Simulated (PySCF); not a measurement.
# How methods differ on the ionisation energy of Ar

Ar [Ar] (1S) → Ar⁺ [Ne] 3s2 3p5 (2P), as a difference of total energies. Calculation: PySCF 2.14, in def2-QZVPPD (10s7p5d2f1g, 79 functions); the non-relativistic Hamiltonian (point nucleus). Correlated levels: valence and next inner shell: 1s2 frozen. The calculations carry no spin-orbit coupling.

```
                                method  ionisation energy (eV)
                                   UHF                  14.549
    MP2 (valence and next inner shell)                  15.836
SCS-MP2 (valence and next inner shell)                  15.742
   CCSD (valence and next inner shell)                  15.655
CCSD(T) (valence and next inner shell)                  15.717
```

Q: How much does correlation contribute at CCSD(T) (valence and next inner shell)?

A: 15.717 − (14.549) = 1.168 eV, measured against UHF.

A first-order spin-orbit estimate (lowest level to lowest level, LS coupling) adds -0.055 eV.

Errors of the correlated levels include the incompleteness of this basis and the frozen core.

For comparison: 15.760 eV (measured; NIST Atomic Spectra Database, ionization energies).
